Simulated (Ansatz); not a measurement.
Relaxation of [AlMeH3]- (CH₆Al⁻) with RKS B3LYP-D4/def2-TZVPD.

```sh
$ ansatz run in.yaml --threads 4 --pin off --events-out ev --progress --plain --max-ram 3916MiB
```

```yaml
crystal:
  periodic: [false, false, false]
  atoms:
    - {symbol: Al, position_ang: [-0.002930, 0.003230, -0.986600]}
    - {symbol: C, position_ang: [0.001260, -0.004150, 1.062630]}
    - {symbol: H, position_ang: [-1.002810, 0.060270, 1.507470]}
    - {symbol: H, position_ang: [0.563690, 0.833970, 1.501810]}
    - {symbol: H, position_ang: [0.450090, -0.909220, 1.499150]}
    - {symbol: H, position_ang: [1.528860, -0.014950, -1.530090]}
    - {symbol: H, position_ang: [-0.750450, 1.341990, -1.520820]}
    - {symbol: H, position_ang: [-0.787700, -1.311140, -1.533550]}
basis:
  gaussian: {orbitals: def2-TZVPD}
total_charge: -1
hamiltonian: {xc: {name: B3LYP}, dispersion: d4}
scf: {lower_state_search: "off"}
output: {orbitals: {seedname: orbitals}}
relax: {f_tol: 0.02, max_steps: 100}
```

Run time 3.5 s (4 threads of Arm Neoverse V1 on a shared host).

Positions (Å) and forces (eV/Å) at steps 1, 2, 3, 4 of 4:

```xyz
8
step=1 energy=-7734.4334 eV
Al   -0.003    0.003   -0.987    0.007   -0.016    0.411
C     0.001   -0.004    1.063    0.020    0.003    0.217
H    -1.003    0.060    1.507   -0.054    0.002   -0.146
H     0.564    0.834    1.502    0.015    0.033   -0.149
H     0.450   -0.909    1.499    0.021   -0.037   -0.150
H     1.529   -0.015   -1.530    0.181   -0.005   -0.059
H    -0.750    1.342   -1.521   -0.096    0.174   -0.065
H    -0.788   -1.311   -1.534   -0.094   -0.153   -0.058
8
step=2 energy=-7734.4480 eV
Al   -0.003    0.003   -0.970    0.003   -0.006    0.146
C     0.002   -0.004    1.066    0.005    0.002    0.098
H    -1.013    0.054    1.486    0.040   -0.005   -0.058
H     0.563    0.846    1.483   -0.028   -0.036   -0.058
H     0.461   -0.915    1.479   -0.018    0.041   -0.059
H     1.543   -0.020   -1.517    0.035   -0.001   -0.023
H    -0.755    1.357   -1.508   -0.017    0.036   -0.024
H    -0.799   -1.321   -1.519   -0.020   -0.029   -0.021
8
step=3 energy=-7734.4495 eV
Al   -0.002    0.003   -0.960    0.000    0.000    0.017
C     0.002   -0.004    1.070    0.000    0.000   -0.051
H    -1.016    0.040    1.478   -0.007   -0.001    0.011
H     0.552    0.854    1.477    0.002    0.006    0.011
H     0.473   -0.910    1.471    0.004   -0.005    0.011
H     1.545   -0.029   -1.516    0.004   -0.001    0.000
H    -0.747    1.363   -1.506   -0.001    0.004    0.000
H    -0.807   -1.318   -1.515   -0.003   -0.003    0.000
8
step=4 energy=-7734.4495 eV
Al   -0.002    0.003   -0.961    0.000    0.000    0.005
C     0.002   -0.004    1.069    0.000    0.000   -0.008
H    -1.016    0.033    1.478    0.000   -0.001    0.001
H     0.546    0.858    1.478   -0.001    0.000    0.001
H     0.480   -0.907    1.472    0.001    0.000    0.001
H     1.545   -0.034   -1.516   -0.001   -0.001    0.000
H    -0.743    1.366   -1.506    0.001    0.000    0.000
H    -0.812   -1.316   -1.515    0.000    0.001    0.000
```
